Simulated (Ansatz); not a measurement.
**The cluster SnSe₂− (doublet): trial inputs and their diagnosis**

3 inputs were typed for the cluster SnSe₂− (doublet). Each is run as it stands; the log then has to tell whether the result can be used.

Method: the settings change from run to run; program: Ansatz 0.2.0, Gaussian basis.

**1. The molecule**

An earlier r2SCAN-D4 in a triple-zeta def2 set relaxation fixed the geometry. Sn takes a core potential in def2 sets; no spin-orbit term is included.

3 atoms, charge -1, spin multiplicity 2.

Atoms are counted from 1 here; the program's logs count them from 0.

Bond lengths: Sn1–Se2 2.435 Å, Sn1–Se3 2.435 Å. Angles: Se2–Sn1–Se3 129.7°.

**2. Input 1**

in.yaml

```yaml
crystal:
  periodic: [false, false, false]
  atoms:
    - {symbol: Sn, position_ang: [-0.040260, 0.004909, -0.688209]}
    - {symbol: Se, position_ang: [2.175287, -0.445974, 0.214878]}
    - {symbol: Se, position_ang: [-2.135037, 0.441075, 0.473332]}
basis:
  gaussian: {orbitals: def2-TZVP, fitting: {mean_field: cc-pVTZ-jkfit}}
hamiltonian: {xc: {name: r2SCAN}}
scf: {lower_state_search: full}
output: {forces: true}
```

Started as:

```console
$ ansatz run in.yaml --threads 2 --pin off --events-out ev --progress --plain --max-ram 4352MiB
```

Log:

```text
Functional definition: r2SCAN
  name "r2SCAN"
  cite "Furness, Kaplan, Ning, Perdew & Sun, J. Phys. Chem. Lett. 11, 8208 (2020) doi:10.1021/acs.jpclett.0c02405"
  cite "Furness, Kaplan, Ning, Perdew & Sun, J. Phys. Chem. Lett. 11, 9248 (2020) doi:10.1021/acs.jpclett.0c03077"
  parent r2scan
  parameter k0 = 0.174
  parameter k1 = 0.065
  parameter a1 = 4.9479
  exchange = r2scan_x(k0 = k0, k1 = k1, a1 = a1)
  correlation = r2scan_c
Error: <dir> the basis set cc-pVTZ-JKFIT has no functions for Sn
```

Wall time 0.25 s (2 threads of Arm Neoverse V2, shared host).

Diagnosis: The program refused the input. The fitting set named has no entry for an element of this molecule. Cure: leave the fitting key out, or name a set that covers all elements and suits the basis. The input also asks for charge 0 and multiplicity 1, not those of the species named; set them back first.

**3. Input 2**

in.yaml

```yaml
crystal:
  periodic: [false, false, false]
  atoms:
    - {symbol: Sn, position_ang: [-0.040260, 0.004909, -0.688209]}
    - {symbol: Se, position_ang: [2.175287, -0.445974, 0.214878]}
    - {symbol: Se, position_ang: [-2.135037, 0.441075, 0.473332]}
basis:
  gaussian: {orbitals: cc-pVTZ-rifit, nuclear_model: gaussian}
hamiltonian: {xc: {name: RPBE}, dispersion: d3bj}
scf: {omitted_lower_state_checks: [starts]}
output: {forces: true}
```

The command is unchanged.

Log:

```text
Functional definition: RPBE
  name "RPBE"
  cite "Hammer, Hansen & Nørskov, Phys. Rev. B 59, 7413 (1999) doi:10.1103/PhysRevB.59.7413"
  cite "Perdew, Burke & Ernzerhof, Phys. Rev. Lett. 77, 3865 (1996) doi:10.1103/PhysRevLett.77.3865"
  parameter kappa = 0.804
  parameter beta = 0.06672455060314922
  exchange = rpbe_x(kappa = kappa, mu = beta*pi^2/3)
  correlation = pbe_c(beta = beta)
these checks for a lower state are left out or cut short: starts
Error: <dir> the basis set cc-pVTZ-RIFIT has no functions for Sn
```

Wall time 0.05 s (2 threads of Arm Neoverse V2, shared host).

Diagnosis: The program refused the input. The basis set is misnamed or doesn't suit the job. It also asks for charge 0 and multiplicity 1, another species or state than the molecule above. To mend it, name an orbital basis set that the library holds for every element here, and set charge and spin to those of the species named.

**4. Input 3**

in.yaml

```yaml
crystal:
  periodic: [false, false, false]
  atoms:
    - {symbol: Sn, position_ang: [0.038534, 0.174784, -0.654371]}
    - {symbol: Se, position_ang: [2.235714, -0.188036, 0.171568]}
    - {symbol: Se, position_ang: [-2.255745, 0.304695, 0.552499]}
basis:
  gaussian: {orbitals: ANO-RCC-VTZP}
hamiltonian: {xc: {name: M06-2X}}
scf: {lower_state_search: off}
output: {forces: true}
```

Launched as before.

Log:

```text
Error: YAML parse error: error: line 9 column 19: hamiltonian.xc: no functional is named "M06-2X"; the names, which are not case-sensitive, are SVWN5, SPW92, PBE, PBE0, PBEsol, revPBE, revPBE0, RPBE, rPW86-PBE, HSE06, wPBEh, LC-wPBE, HISS, HF, BLYP, B3LYP, B3LYP5, BHLYP, CAM-B3LYP, r2SCAN, r2SCANh, r2SCAN0, r2SCAN50, m-r2SCAN, B97, wB97, wB97X, wB97X-V, B97M-V, wB97M-V, B2PLYP, B2GP-PLYP, PBE0-DH, PBE-QIDH
  --> <input>:9:19
   |
 7 | basis:
 8 |   gaussian: {orbitals: ANO-RCC-VTZP}
 9 | hamiltonian: {xc: {name: M06-2X}}
   |                   ^ hamiltonian.xc: no functional is named "M06-2X"; the names, which are not case-sensitive, are SVWN5, SPW92, PBE, PBE0, PBEsol, revPBE, revPBE0, RPBE, rPW86-PBE, HSE06, wPBEh, LC-wPBE, HISS, HF, BLYP, B3LYP, B3LYP5, BHLYP, CAM-B3LYP, r2SCAN, r2SCANh, r2SCAN0, r2SCAN50, m-r2SCAN, B97, wB97, wB97X, wB97X-V, B97M-V, wB97M-V, B2PLYP, B2GP-PLYP, PBE0-DH, PBE-QIDH
10 | scf: {lower_state_search: off}
11 | output: {forces: true}
   |
```

Run time: 0.05 s. Hardware: 2 threads of Arm Neoverse V2, shared host.

Diagnosis: Refused before any calculation. The method's name isn't one that the program takes here. It also asks for charge 0 and multiplicity 1, another species or state than the molecule above. Its coordinates are also moved off the relaxed structure. Cure: name a functional that the program knows, and set charge and spin to those of the species named.

**5. How the tries ended**

```csv
input,level,ended,cause,time
1,r2SCAN/def2-TZVP,refused,the fitting set named has no entry for an element of this molecule,0.25 s
2,RPBE/cc-pVTZ-rifit,refused,the basis set is misnamed or doesn't suit the job,0.05 s
3,M06-2X/ANO-RCC-VTZP,refused,the method's name isn't one that the program takes here,0.05 s
```

3 refused. A refusal costs next to no computing time.
